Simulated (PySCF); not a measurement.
**Lithium: a sound run and one with changed settings**

Sound run: Li [He] 2s1, Li⁺ 1s2. Calculation: PySCF 2.14, in jorge-DZP-DKH (4s2p1d, 15 functions); scalar relativity by spin-free X2C-1e. The sound run starts from symmetry-adapted Hartree-Fock orbitals and uses a fine grid where one is needed.

Changed run: initial guess atom, at most 5 SCF cycles. This setting is unsound on purpose.

```csv
species,method,sound run (hartree),changed run (hartree),converged
Li,UHF,-7.43268,-7.43268,no
Li,PBE0,-7.46682,-7.46682,yes
Li,M06-2X,-7.48138,-7.48138,no
Li⁺,UHF,-7.23672,-7.23672,yes
Li⁺,PBE0,-7.26231,-7.26231,yes
Li⁺,M06-2X,-7.28306,-7.28306,yes
```

Ionisation energy of Li:

| method | sound run (eV) | changed run (eV) |
| --- | --- | --- |
| PBE0 | 5.565 | 5.565 |

The SCF was stopped early; the energies are upper bounds that still move, and correlated levels were skipped or rest on poor orbitals.

For comparison, NIST gives 5.392 eV between the lowest levels.
